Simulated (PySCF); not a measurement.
ethane (C2H6), SMILES CC.

Coordinates come from a r2SCAN-D4/def2-TZVP optimisation.

Level of theory: PySCF with ωB97X/def2-TZVPD.

Isolated molecule, no solvent.

Q: Estimate the frontier levels, gap, dipole moment and polarisability. (An estimate is asked for; the answer gives what the named calculation found.)

A: 
```json
{
 "highest_occupied_level": "-12.10 eV",
 "lowest_empty_level": "2.24 eV",
 "orbital_gap": "14.34 eV",
 "dipole_moment": "0.00 D",
 "quadrupole, principal values (traceless, Buckingham form, about the centre of nuclear charge)": "-0.69, 0.34, 0.34 D·Å",
 "mean_static_polarisability": "28.4 bohr³ (4.21 Å³)",
 "polarisability_principal_values": "27.3, 27.3, 30.8 bohr³"
}
```
